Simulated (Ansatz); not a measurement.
**SiH4Cl (doublet): from Hartree-Fock to the top rungs at distance Cl1–H2 along a hydrogen transfer = 1.606 Å, cc-pVDZ**

Aim: climb from Hartree-Fock through coupled cluster and multireference methods for SiH4Cl (doublet) at one geometry and basis, and see what each rung misses.

Program: Ansatz 0.2.0, Gaussian basis. Level of theory: cc-pVDZ, core rule «outside noble gas», up to 10 orbitals frozen. These are calculated values, not measurements.

Plan: UHF; CCSD(T) on ROHF; CCSD(T) on UHF; BCCD(T) on ROHF; CISD; CCSDT(Q) on ROHF; CCSDT(Q) on UHF; CASSCF and MRCISD+Q, 3 electrons in 3 orbitals; CASSCF and NEVPT2, 3 electrons in 3 orbitals; CASSCF and MRCISD+Q, 15 electrons in 12 orbitals; CASSCF and NEVPT2, 15 electrons in 12 orbitals.

### Step 1. The geometry

The geometry derives from fragments relaxed apart (PBE0/def2-TZVP) and kept rigid, so it is no stationary point. A hydrogen atom is moved between rigid fragments.

6 atoms, charge 0, spin multiplicity 2.

Atoms are counted from 1 here; the program's logs count them from 0.

Bond lengths: Cl1–H2 1.606 Å, Si3–H4 1.486 Å, Si3–H5 1.486 Å, Si3–H6 1.486 Å. Angles: H4–Si3–H5 111.3°, H4–Si3–H6 111.3°, H5–Si3–H6 111.3°.

### Step 2. UHF

Input file in.yaml:

```yaml
crystal:
  periodic: [false, false, false]
  atoms:
    - {symbol: Cl, position_ang: [-1.647665, 0.000000, -0.000001]}
    - {symbol: H, position_ang: [-0.041665, 0.000000, 0.000000]}
    - {symbol: Si, position_ang: [1.835335, 0.000000, 0.000001]}
    - {symbol: H, position_ang: [2.285308, -1.416254, 0.000001]}
    - {symbol: H, position_ang: [2.285309, 0.708126, -1.226510]}
    - {symbol: H, position_ang: [2.285308, 0.708126, 1.226512]}
basis:
  gaussian: {orbitals: cc-pVDZ}
magnetization: {spin_polarized: true, initial_magnetization: 1}
hamiltonian: {xc: hf}
output: {orbitals: {seedname: orbitals}}
```

On the command line:

```bash
ansatz run in.yaml --threads 1 --pin off --events-out ev --progress --plain --max-ram 2816MiB --backend cpu
```

Further steps of the session: CCSD(T) on ROHF; CCSD(T) on UHF; BCCD(T) on ROHF; CISD; CCSDT(Q) on ROHF; CCSDT(Q) on UHF; CASSCF and MRCISD+Q, 3 electrons in 3 orbitals; CASSCF and NEVPT2, 3 electrons in 3 orbitals; CASSCF and MRCISD+Q, 15 electrons in 12 orbitals; CASSCF and NEVPT2, 15 electrons in 12 orbitals.

Before running them: what should the planned runs give, taken together? Wanted: UCCSDT(Q) below the RHF energy; RMP2 from UCCSDT(Q); UMP2 from UCCSDT(Q); RCCSD from UCCSDT(Q); RCCSD(T) from UCCSDT(Q); UCCSD(T) from UCCSDT(Q); RCCSDT(Q) from UCCSDT(Q); NEVPT2 pair from UCCSDT(Q); MRCISD+Q pair from UCCSDT(Q).

**Answer**, as computed:

| quantity | value |
| --- | --- |
| UCCSDT(Q) below the RHF energy | -8.3137 eV |
| RMP2 from UCCSDT(Q) | +129.3 kJ/mol |
| UMP2 from UCCSDT(Q) | +136.5 kJ/mol |
| RCCSD from UCCSDT(Q) | +19.6 kJ/mol |
| RCCSD(T) from UCCSDT(Q) | +3.7 kJ/mol |
| UCCSD(T) from UCCSDT(Q) | +3.9 kJ/mol |
| RCCSDT(Q) from UCCSDT(Q) | 0.0 kJ/mol |
| NEVPT2 pair from UCCSDT(Q) | +125.3 kJ/mol |
| MRCISD+Q pair from UCCSDT(Q) | +7.3 kJ/mol |
| NEVPT2 valence from UCCSDT(Q) | +155.1 kJ/mol |
| levels within 1 kcal/mol (43 meV) | RCCSD(T), UCCSD(T), BCCD(T), RCCSDT, UCCSDT, RCCSDT(Q) |
| T1 diagnostic | 0.019 |
| effectively unpaired electrons | 1.02 |

**Reading.** RCCSD(T) lands +3.7 kJ/mol from the yardstick (0.5 % of the correlation energy). One determinant dominates. Of the multireference levels listed MRCISD+Q valence comes nearest in total energy (+5.2 kJ/mol), which doesn't show that its space is the better one. These misses are within one basis, not against nature; the frozen cores of restricted and unrestricted runs differ, which can shift their rows.
